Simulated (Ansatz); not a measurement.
Geometry optimisation, RKS PBE0/def2-SVP in Ansatz 0.2.0.

Input file:

```yaml
crystal:
  periodic: [false, false, false]
  atoms:
    - { symbol: C, position_ang: [0.15591, -0.54066, 0.19909] }
    - { symbol: C, position_ang: [-0.15653, 0.54051, -0.19908] }
    - { symbol: H, position_ang: [0.42781, -1.49133, 0.55162] }
    - { symbol: H, position_ang: [-0.42719, 1.49147, -0.55163] }
basis:
  gaussian: { orbitals: def2-SVP }
hamiltonian:
  xc: pbe0
relax:
  f_tol: 0.02
  max_steps: 50
```

Run as:

```bash
$ ansatz run input.yaml --threads 1 --pin off --max-ram 2048MiB --backend cpu --events-out ev --progress --plain --runs-dir out
```

Problem. Where does it end, and by what steps?

Solution. It converged. After 2 steps the energy has fallen by 0.039 eV; H4 moved furthest, 0.03 Å.

| step | energy less start (eV) | largest force component (eV/Å) | accepted |
| --- | --- | --- | --- |
| 0 | 0.0000 | 0.981 | yes |
| 1 | -0.0378 | 0.269 | yes |
| 2 | -0.0388 | 0.008 | yes |

```xyz
4
Properties=species:S:1:pos:R:3
C 0.158 -0.547 0.202
C -0.158 0.547 -0.202
H 0.436 -1.521 0.562
H -0.436 1.521 -0.562
```

Time of the run: 1.1 s on 1 thread of Intel(R) Xeon(R) 6975P-C (Granite Rapids), with other jobs on the host, peak memory 0.095 GiB.
